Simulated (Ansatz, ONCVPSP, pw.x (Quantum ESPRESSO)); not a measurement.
Equation-of-state test of one ONCV potential (Ba (Z = 56))

ONCVPSP 4.0.1 input, shortened (lines: element, Z, core and valence counts, functional; n l f; lmax; l rc ep ncon nbas qcut; lloc lpopt rc5 dvloc0; l nproj debl; icmod fcfact rcfact), LDA (Perdew-Wang 92), scalar-relativistic:

```
  Ba 56.00    9    3  -001012      upf
    1    0    2.00
    2    0    2.00
    2    1    6.00
    3    0    2.00
    3    1    6.00
    3    2   10.00
    4    0    2.00
    4    1    6.00
    4    2   10.00
    5    0    2.00
    5    1    6.00
    6    0    2.00
    2
    0    2.80    0.00    4    7    3.90
    1    2.05    0.00    4    7    3.30
    2    2.45    0.41    3    7    3.40
    4    5    1.75    6.00
    0    2    0.90
    1    2    0.90
    2    2    1.20
    3    1.75    1.70
```

In the d channel the program set the typed energies aside and used 0.050, 1.250 Ha.

Crystal test: bcc Ba in pw.x 7.5, no spin, 10³ k-points, Fermi–Dirac smearing 0.01 Ry, cutoffs 80/320 Ry. The reference is all-electron LAPW (Ansatz 0.2.0) with the same functional, mesh and smearing; V0 and B0 come from Birch–Murnaghan fits to the pressures at five volumes. Errors are pseudo minus all-electron; Δ is the rms difference of the E(V) curves that follow from these fits, minima aligned, over ±6 % about the mean V0. Mesh and smearing are coarse, so the numbers serve the comparison and aren't converged zero-temperature values; the lattice is a test structure that the element need not adopt.

All-electron: a0 = 4.763 Å (V0 = 54.03 Å³/atom), B0 = 10.0 GPa.

Question: How far does the potential miss the all-electron equation of state?

Answer: mean pressure error (GPa): +0.10; a0 (Å): 4.778; a0 error (%): +0.32; B0 error (%): +3.5; Δ (meV/atom): 1.2.

```json
{"V (Å³/atom)": "51.208", "P all-electron (GPa)": "0.58", "P pseudo (GPa)": "0.72"}
{"V (Å³/atom)": "52.555", "P all-electron (GPa)": "0.29", "P pseudo (GPa)": "0.41"}
{"V (Å³/atom)": "53.903", "P all-electron (GPa)": "0.02", "P pseudo (GPa)": "0.12"}
{"V (Å³/atom)": "55.251", "P all-electron (GPa)": "-0.22", "P pseudo (GPa)": "-0.13"}
{"V (Å³/atom)": "56.598", "P all-electron (GPa)": "-0.44", "P pseudo (GPa)": "-0.36"}
```

Question: At the middle volume, how do free energy and pressure move when the wave cutoff is lowered (ecutrho kept at four times it)?

Answer:

```tsv
cutoff (Ry)	shift of F (meV/atom)	shift of P (GPa)
36	+263.1	-0.44
48	+229.4	-0.79
64	+43.9	-0.98
```

The 8 pw.x runs together took about 2.1 min on one core of a shared server CPU.
